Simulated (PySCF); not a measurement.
Isomerisation enthalpies of C5H10S

**Measured values to compare with.**

From CRC Handbook of Chemistry and Physics, for the gas at 298.15 K: enthalpy of formation of `C1CCSCC1` (thiane) -63.5 kJ/mol; enthalpy of formation of `SC1CCCC1` -48.1 kJ/mol.

The results are set against them at the end.

Differences of these values give the isomerisation enthalpies. Geometries: GFN2-xTB; runs in PySCF, gas phase, with a dispersion term only where the level names one. Total electronic energies (Eh):

| SMILES | PBE0/pcSseg-1 |
| --- | --- |
| C1CCSCC1 | -594.32812 |
| SC1CCCC1 | -594.32016 |

Zero-point and thermal terms are left out, so the computed numbers are electronic energies.

## Comparison

Relative to `C1CCSCC1`, the lowest by measurement, in kJ/mol (measured: enthalpies at 298.15 K; computed: electronic energies):

| SMILES | measured | PBE0/pcSseg-1 |
| --- | --- | --- |
| C1CCSCC1 | 0.0 | 0.0 |
| SC1CCCC1 | 15.4 | 20.9 |

Measured values: -63.5 kJ/mol (298.15 K; CRC Handbook of Chemistry and Physics) for the first row; the others come from the same table. Unsigned miss: PBE0/pcSseg-1 5.5 kJ/mol. One conformer stands for `SC1CCCC1`, not necessarily the lowest, while the measurement averages over conformers. Where a level misses, the cause wasn't examined.
